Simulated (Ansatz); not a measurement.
The same path of C3H5FS (10 atoms, charge 0, multiplicity 1) was run twice with different band settings. The coordinate that changes most is the dihedral H7–C1–C2–F3.

All numbers below come from Ansatz 0.2.0, RKS PBE-D4/def2-SVP.

Relaxed end points:

```xyz
10
Properties=species:S:1:pos:R:3
C -0.482 1.157 1.145
C 0.167 0.153 0.536
F 1.427 -0.173 0.916
C -0.324 -0.721 -0.570
S 0.627 -0.502 -2.138
H -0.002 1.726 1.953
H -1.501 1.423 0.835
H -1.373 -0.475 -0.818
H -0.281 -1.788 -0.265
H 1.825 -0.851 -1.592
```

```xyz
10
Properties=species:S:1:pos:R:3
C -0.485 1.153 1.150
C 0.169 0.158 0.532
F 1.436 -0.155 0.900
C -0.322 -0.718 -0.571
S 0.630 -0.508 -2.139
H -1.510 1.408 0.849
H -0.006 1.723 1.957
H -1.371 -0.470 -0.820
H -0.285 -1.784 -0.263
H 1.828 -0.857 -1.592
```

Common settings: movable images 7; climbing image yes; optimiser quadratic models (default); start path IDPP; force threshold 0.05 eV/Å; iteration limit 60; end points relaxed.

| run | spring |
| --- | --- |
| 1 | 5.0 eV/Å² |
| 2 | 50.0 eV/Å² |

Question: What does each run give, and how far can it be trusted?

Answer: Run 1: converged after 46 iterations, highest image 3.196 eV above the first end. Neighbouring images differ by up to 1.9 eV, so the band resolves the path poorly. A vibrational analysis at the climbing image gives one clearly imaginary mode, 2098i cm⁻¹: a first-order saddle point.
Run 2: converged after 49 iterations, highest image 3.196 eV above the first end. Neighbouring images differ by up to 1.7 eV, so the band resolves the path poorly. Another band between the same ends (7 images) ends at a top of the same energy, where a vibrational analysis finds 1 clearly imaginary mode.
